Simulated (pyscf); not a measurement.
Optimised with ωB97X-D3(BJ)/def2-SVP in PySCF.

Problem. For water (H₂O) + H₂N–SiH(OH)–OH → HO–SiH(OH)–OH + ammonia (NH₃), a four-centre exchange (singlet surface; H–O, N–Si broken, O–Si, H–N formed), PBE/def2-TZVP gives ΔE‡ = 11.4 kcal/mol and ΔE = -12.1 kcal/mol (zero: the separated reactants). In which direction and how far do B3LYP-D3(BJ)/def2-TZVP, M06-2X/def2-TZVP, ωB97M-D3(BJ)/def2-TZVP move these?

Solution. B3LYP-D3(BJ): ΔE‡ = 15.5 kcal/mol, ΔE = -12.4 kcal/mol; M06-2X: ΔE‡ = 15.9 kcal/mol, ΔE = -12.4 kcal/mol; ωB97M-D3(BJ): ΔE‡ = 15.3 kcal/mol, ΔE = -12.1 kcal/mol. PBE's barrier lies under all of them, by 4.0 to 4.5 kcal/mol. Its reaction energy matches one of them and lies within 0.3 kcal/mol of the others. Low barriers are usual for a GGA, whose delocalisation error favours stretched bonds. On the reactant side the descent ends in a bound adduct, 10.8 kcal/mol under the separated species and 26.4 kcal/mol under the saddle at ωB97X-D3(BJ)/def2-TZVP. On the product side the descent ends in an adduct with a N–Si contact (not fully relaxed), 3.5 kcal/mol under the separated species and 30.9 kcal/mol under the saddle at ωB97X-D3(BJ)/def2-TZVP. What is counted as broken (N–Si) persists as a longer contact in the product adduct; parting that adduct is a step of its own. This is the saddle that the search found; another between the same sides may lie lower.
